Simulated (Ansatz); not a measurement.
# C4H8FN: the cost of one run

All numbers below are computed with Ansatz 0.2.0 (RKS BHLYP-D4/6-31G*).

### 1 The structure to begin with

Bond lengths: C1–N2 1.275 Å, N2–C3 1.480 Å, C3–C4 1.442 Å, C3–C5 1.549 Å, C3–F6 1.370 Å, C1–H7 1.054 Å, C1–H8 1.142 Å, C4–H9 1.172 Å, C4–H10 1.091 Å, C4–H11 1.063 Å, C5–H12 1.096 Å, C5–H13 1.066 Å, C5–H14 1.048 Å. Angles (14 of 22 angles, heavy atoms first): C1–N2–C3 116.9°, N2–C3–C4 111.6°, N2–C3–C5 106.7°, N2–C3–F6 110.3°, C4–C3–C5 109.2°, C4–C3–F6 111.9°, C5–C3–F6 106.9°, N2–C1–H7 123.4°, N2–C1–H8 118.9°, C3–C4–H9 107.3°, C3–C4–H10 113.0°, C3–C4–H11 116.5°, C3–C5–H12 110.4°, C3–C5–H13 109.5°.

Coordinates:

```xyz
14

C    -0.4111   -1.4659    1.5808
N     0.2934   -1.1112    0.5794
C     0.0439    0.2404    0.0303
C    -0.8965    0.2048   -1.0621
C     1.4056    0.7706   -0.4850
F    -0.3618    1.0893    1.0255
H    -0.3311   -2.4104    2.0418
H    -1.1929   -0.7413    1.9903
H    -1.9261   -0.1445   -0.6253
H    -1.1426    1.1960   -1.4445
H    -0.6799   -0.4715   -1.8529
H     1.3062    1.8047   -0.8346
H     2.0882    0.8502    0.3295
H     1.7916    0.1595   -1.2443
```

### 2 Relaxing end A

input.yaml reads:

```yaml
crystal:
  periodic: [false, false, false]
  atoms:
    - { symbol: C, position_ang: [-0.4111, -1.4659, 1.5808] }
    - { symbol: "N", position_ang: [0.2934, -1.1112, 0.5794] }
    - { symbol: C, position_ang: [0.0439, 0.2404, 0.0303] }
    - { symbol: C, position_ang: [-0.8965, 0.2048, -1.0621] }
    - { symbol: C, position_ang: [1.4056, 0.7706, -0.485] }
    - { symbol: F, position_ang: [-0.3618, 1.0893, 1.0255] }
    - { symbol: H, position_ang: [-0.3311, -2.4104, 2.0418] }
    - { symbol: H, position_ang: [-1.1929, -0.7413, 1.9903] }
    - { symbol: H, position_ang: [-1.9261, -0.1445, -0.6253] }
    - { symbol: H, position_ang: [-1.1426, 1.196, -1.4445] }
    - { symbol: H, position_ang: [-0.6799, -0.4715, -1.8529] }
    - { symbol: H, position_ang: [1.3062, 1.8047, -0.8346] }
    - { symbol: H, position_ang: [2.0882, 0.8502, 0.3295] }
    - { symbol: H, position_ang: [1.7916, 0.1595, -1.2443] }
basis:
  gaussian: { orbitals: "6-31G*" }
hamiltonian:
  xc: { name: BHLYP }
  dispersion: d4
relax:
  f_tol: 0.015
  max_steps: 40
```

Run with:

```bash
$ ansatz run input.yaml --threads 2 --pin off --max-ram 3072MiB --backend cpu --events-out ev --progress --plain --runs-dir out
```

**Question.** How long does this run take on 2 threads of Intel Xeon at 2.50GHz (Skylake/Cascade Lake), shared host, and how much memory does it need?

About 74 s, with a peak of 0.26 GiB.
